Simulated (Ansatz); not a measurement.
# ClH₅MgSi: Born-Oppenheimer dynamics

The task is to watch the atoms for 40 steps of 1.0 fs, started with velocities for 100 K and run with a Langevin thermostat, and see to which side of the barrier the system falls.

Computed with Ansatz 0.2.0, Gaussian basis. Level: BHLYP-D4/pcseg-2.

1 further run of the same task is left out (it didn't finish).

### 1 Where the work starts

The start, a first-order saddle point found at PBE0-D4 in triple zeta: 8 atoms, charge 0, spin multiplicity 1.

Atoms are counted from 1 here; the program's logs count them from 0.

Bond lengths: Mg1–Si2 2.812 Å, Mg1–Cl3 2.176 Å, Mg1–H4 1.767 Å, Mg1–H5 1.816 Å, Si2–H6 1.493 Å, Si2–H7 1.490 Å, Si2–H8 1.494 Å. Angles: Si2–Mg1–Cl3 132.2°, Si2–Mg1–H4 41.5°, Si2–Mg1–H5 78.5°, Cl3–Mg1–H4 173.7°, Cl3–Mg1–H5 149.3°, H4–Mg1–H5 37.0°, Mg1–Si2–H6 103.1°, Mg1–Si2–H7 128.9°, Mg1–Si2–H8 100.8°, H6–Si2–H7 107.3°, H6–Si2–H8 108.1°, H7–Si2–H8 107.2°.

Coordinates:

```xyz
8

Mg   -1.30279    0.04595   -0.98147
Si    0.99951   -0.18211    0.61618
Cl   -2.01122   -1.08956   -2.69733
H    -0.57315    0.85274    0.41109
H    -1.54053    1.40901    0.19429
H     0.90782   -1.57497    1.14727
H     1.45115    0.69065    1.73682
H     2.06921   -0.15160   -0.42686
```

### 2 The run

Contents of md/in.yaml:

```yaml
crystal:
  periodic: [false, false, false]
  atoms:
    - {symbol: Mg, position_ang: [-1.302794, 0.045951, -0.981466]}
    - {symbol: Si, position_ang: [0.999512, -0.182112, 0.616181]}
    - {symbol: Cl, position_ang: [-2.011222, -1.089564, -2.697329]}
    - {symbol: H, position_ang: [-0.573146, 0.852742, 0.411091]}
    - {symbol: H, position_ang: [-1.540532, 1.409005, 0.194294]}
    - {symbol: H, position_ang: [0.907824, -1.574967, 1.147271]}
    - {symbol: H, position_ang: [1.451151, 0.690647, 1.736817]}
    - {symbol: H, position_ang: [2.069207, -0.151601, -0.426859]}
basis:
  gaussian: {orbitals: pcseg-2}
hamiltonian: {xc: {name: BHLYP}, dispersion: d4}
md: {n_steps: 40, timestep: 1.0, temperature: 100, ensemble: nvt_langevin, seed: 274, friction: 0.05, initial_velocities: maxwell_boltzmann}
```

Command:

```sh
$ ansatz run in.yaml --threads 2 --pin off --events-out ev --progress --plain --max-ram 4352MiB
```

What does the calculation give? Wanted: temperature at the start; mean temperature, second half; lowest and highest potential energy, from the first frame; largest change of potential + kinetic.

The runs gave:

| quantity | value |
| --- | --- |
| length | 40 steps, 40.0 fs |
| temperature at the start | 88 K |
| mean temperature, second half | 424 K |
| lowest and highest potential energy, from the first frame | -1278 and 62 meV |
| largest change of potential + kinetic | 1047.5 meV |

In words: By the last frame it has moved towards the side where Mg1–H5, Si2–H4 form. The system runs downhill by 1.28 eV, and that energy turns into motion. The thermostat trades energy with the molecule, so the sum of potential and kinetic energy isn't conserved: it changes by -1048 meV over the run. The mean temperature of the second half is still well above the 100 K set. The temperature runs between 61 and 565 K. Under Langevin the temperature counts 3N degrees of freedom, more than the drawn velocities fill, so it starts at 88 K, not 100 K.
